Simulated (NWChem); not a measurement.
# DMSO (C2H6OS); SMILES CS(C)=O

Results from NWChem. Medium grid unless said otherwise, to which SCAN and Minnesota functionals are sensitive. Geometry: optimised at PBE0/def2-SVP. Computed dipoles belong to the equilibrium geometry; the measured one is vibrationally averaged.

Measured dipole moment: 3.96 D (NIST CCCBDB, as tabulated in the package chemicals).

**Question.** Which of these levels lies farthest from the measured value, and how do the others fare: BLYP/def2-TZVPD; M06-2X/def2-TZVPD; B3LYP/def2-TZVPD; r2SCAN/def2-TZVPD; LDA (Slater exchange, VWN5)/def2-TZVPD; CAM-B3LYP/def2-TZVPD; TPSS/def2-TZVPD; Hartree-Fock/def2-TZVPD; PBE/def2-TZVPD; PBE0/def2-TZVPD?

**Answer.** Hartree-Fock/def2-TZVPD.
```csv
level,dipole moment (D),computed − measured
"LDA (Slater exchange, VWN5)/def2-TZVPD",3.90,-0.06
PBE/def2-TZVPD,3.81,-0.15
BLYP/def2-TZVPD,3.85,-0.11
TPSS/def2-TZVPD,3.85,-0.11
r2SCAN/def2-TZVPD,3.93,-0.03
B3LYP/def2-TZVPD,4.05,+0.09
PBE0/def2-TZVPD,4.05,+0.09
M06-2X/def2-TZVPD,4.20,+0.24
CAM-B3LYP/def2-TZVPD,4.20,+0.24
Hartree-Fock/def2-TZVPD,4.58,+0.62
```
